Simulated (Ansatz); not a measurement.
# CHAlO: the cost of one run

Program: Ansatz 0.2.0, Gaussian basis. Level of theory: def2-QZVPP, all electrons in the functionals, frozen cores in the correlation of double hybrids and RPA. These are calculated values, not measurements.

To be run: wB97M-V, B2PLYP, at charge 0, triplet; charge 0, singlet; charge 0, quintet; charge 1, doublet; charge 1, quartet.

8 further runs of the same task are left out: 2 that didn't finish, 6 set aside as unsound or not needed.

## 1. What is computed

The geometry is a PBE0/def2-TZVP stationary point (not a proven minimum).

4 atoms, charge 0, spin multiplicity 3.

Atoms are counted from 1 here; the program's logs count them from 0.

Bond lengths: Al1–C2 1.933 Å, C2–O3 1.306 Å, O3–H4 0.968 Å. Angles: Al1–C2–O3 167.9°, C2–O3–H4 112.4°.

No dispersion term is added; wB97M-V holds VV10 nonlocal correlation.

The geometry shown and the zero of energy belong to the point charge 0, triplet. The yardstick, UCCSD(T), and other wave-function levels (R restricted, U unrestricted, valence and pair active spaces) come from earlier runs.

## 2. wB97M-V, charge 0, triplet

in.yaml reads:

```yaml
crystal:
  periodic: [false, false, false]
  atoms:
    - {symbol: Al, position_ang: [0.000001, -0.162615, 2.220099]}
    - {symbol: C, position_ang: [-0.000032, -0.075678, 0.288964]}
    - {symbol: O, position_ang: [0.000003, -0.291771, -0.998684]}
    - {symbol: H, position_ang: [0.000028, 0.530064, -1.510380]}
basis:
  gaussian: {orbitals: "def2-QZVPP.json"}
magnetization: {spin_polarized: true, initial_magnetization: 2}
hamiltonian: {xc: {name: wB97M-V}}
output: {orbitals: {seedname: orbitals}}
```

The run is started by

```console
> ansatz run in.yaml --threads 1 --pin off --events-out ev --progress --plain --max-ram 2393MiB
```

What time and memory should one allow on 1 thread of Intel Xeon at 2.60GHz, shared host?

About 16 s, with a peak of 0.59 GiB.
